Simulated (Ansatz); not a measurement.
A made-up structure of LiSiNH2, singlet:

```csv
atom,x (Å),y (Å),z (Å)
Li1,-2.8693,0.8110,0.2848
N2,-1.0297,0.2882,0.1011
Si3,0.6647,-0.1879,-0.0660
H4,1.2316,-1.6604,-0.6355
H5,2.0027,0.7492,0.3156
```

It is relaxed with PBE-D4/def2-SVP and then PBE0-D4/def2-TZVP (Ansatz 0.2.0). Atoms count as bonded within 1.22 times the sum of their covalent radii (H–H: 0.88 Å). The end point is not checked to be a true minimum.

Q: Does its bonding change? (A judgement: the text doesn't fix the answer.)

A: Computed: No: no bond forms or breaks.

Where it ends: The first stage lowers the energy by 0.99 eV in 5 steps. It ends as LiSiNH₂ ([Li][N][SiH2]):
Li1  (-2.562, 0.724, 0.254)
N2  (-0.919, 0.258, 0.090)
Si3  (0.593, -0.168, -0.059)
H4  (1.099, -1.482, -0.567)
H5  (1.788, 0.669, 0.282)
(Å)

Labels in which every atom is bracketed show which atoms are joined, not bond orders.

For scale, one of the runs: PBE0-D4/def2-TZVP relaxation, 94 basis functions, launched by `ansatz run in.yaml --threads 2 --pin off --events-out ev --progress --plain --max-ram 4352MiB`. Hardware: 2 CPU threads of an AMD EPYC 9R45, shared host. Wall time about 2.1 s.
